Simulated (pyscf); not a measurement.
PySCF, gas phase, ωB97X-D3(BJ)/def2-SVP geometries. Correlated levels are frozen-core, on RHF or UHF. ΔMP2 is the change of the MP2 total energy from the triple- to the quadruple-zeta basis.

**Question.** Estimate the classical barrier height and the reaction energy of GaH₂• (SMILES [GaH2]) + CH₄ (SMILES C) → GaH₃ (SMILES [GaH3]) + CH₃• (SMILES [CH3]) at CCSD(T)/def2-TZVPP + ΔMP2(QZVPP). The step runs on the doublet surface, breaks C–H and forms Ga–H; take the separated reactants as zero.

**Answer.** ΔE‡ = 31.7 kcal/mol, ΔE = +25.6 kcal/mol. Zero-point energy shifts the barrier by -3.4 kcal/mol. It is a hydrogen abstraction, with an imaginary mode of 560i cm⁻¹. This is the saddle that the search found; another between the same sides may lie lower. The angle at the transferred H is 180°. The CCSD(T) − MP2 part came from Ansatz, without density fitting, on the same reference. The frozen core leaves the outer d or s,p core shells of the metals and heavy elements correlated in the MP2 and CC values, and def2-TZVPP describes them poorly, which can shift differences by a few kcal/mol. Elements up to Kr have no core potential and no relativistic terms here.
